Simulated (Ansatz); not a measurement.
Start from `ClCCCl` and change one atom or group to get `CC(Cl)CCl`.

Ansatz, PBE0-D4/def2-TZVP geometries, multiplicity 1. Each molecule was computed in one conformer, which needn't be the lowest.

```tsv
property	`ClCCCl`
HOMO–LUMO gap (PBE0/def2-TZVPP) / eV	8.97
LUMO energy (PBE0/def2-TZVPP) / eV	0.32
HOMO energy (B3LYP/def2-TZVPP) / eV	-8.39
HOMO energy (PBE/def2-TZVPP) / eV	-7.25
LUMO energy (B3LYP/def2-TZVPP) / eV	0.04
LUMO energy (PBE/def2-TZVPP) / eV	-0.85
```

Problem. Give the same properties after the change, and the shifts. (Best estimate.)

Solution. The calculation gave: 
```json
{"property": "HOMO–LUMO gap (PBE0/def2-TZVPP) / eV", "`CC(Cl)CCl`": "8.84", "shift": "-0.13"}
{"property": "LUMO energy (PBE0/def2-TZVPP) / eV", "`CC(Cl)CCl`": "0.31", "shift": "-0.01"}
{"property": "HOMO energy (B3LYP/def2-TZVPP) / eV", "`CC(Cl)CCl`": "-8.27", "shift": "0.12"}
{"property": "HOMO energy (PBE/def2-TZVPP) / eV", "`CC(Cl)CCl`": "-7.13", "shift": "0.12"}
{"property": "LUMO energy (B3LYP/def2-TZVPP) / eV", "`CC(Cl)CCl`": "0.05", "shift": "0.01"}
{"property": "LUMO energy (PBE/def2-TZVPP) / eV", "`CC(Cl)CCl`": "-0.85", "shift": "0.00"}
```

B3LYP here is the variant with VWN-RPA as its local correlation; programs differ in this.
